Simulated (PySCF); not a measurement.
Species: water, H2O.
Cartesian coordinates in Å at the GFN2-xTB level; atoms count from 1:
```
atom  x, y, z in Å
O1     0.004    0.379   -0.003
H2    -0.769   -0.190   -0.011
H3     0.776   -0.192    0.001
```

A PySCF run (density fitting, gas phase, GFN2-xTB geometry) gave HOMO -7.22 eV, LUMO -1.06 eV, dipole 1.75 D.

Problem. Which of these levels was it?
A. KT3/pcJ-1
B. PBE0/pcSseg-1
C. BLYP/aug-pcSseg-1
D. B97-2/def2-QZVP
E. wB97X/pcSseg-0

Solution. C. It is BLYP/aug-pcSseg-1. All candidates on this geometry:

```
                                                                     level and settings                    kind  basis functions  SCF cycles    E (Eh)  HOMO (eV)  LUMO (eV)  dipole (D)
                                           BLYP/aug-pcSseg-1, energy threshold 1e-07 Eh                     GGA               44           7  -76.4140      -7.22      -1.06        1.75
                               KT3/pcJ-1, start guess huckel, energy threshold 1e-11 Eh                     GGA               47           8  -77.4030      -6.75       0.28        1.97
B97-2/def2-QZVP, start guess sap, damping 0.3 at the start, DIIS from the seventh cycle           global hybrid              117          12  -76.4434      -8.69       0.52        1.86
                                                                          PBE0/pcSseg-1           global hybrid               27          10  -76.3319      -8.61       1.39        2.03
                                                     wB97X/pcSseg-0, start guess huckel  range-separated hybrid               13           7  -76.1986     -10.60       4.51        2.44
```

The nearest other candidate, by the summed differences of HOMO and LUMO, is KT3/pcJ-1: its HOMO differs by +0.47 eV and its LUMO by +1.34 eV. Cycle counts include a coarse-grid stage where the run had one. KT3 was designed for NMR shieldings or shifts; total energies of different functionals aren't comparable.
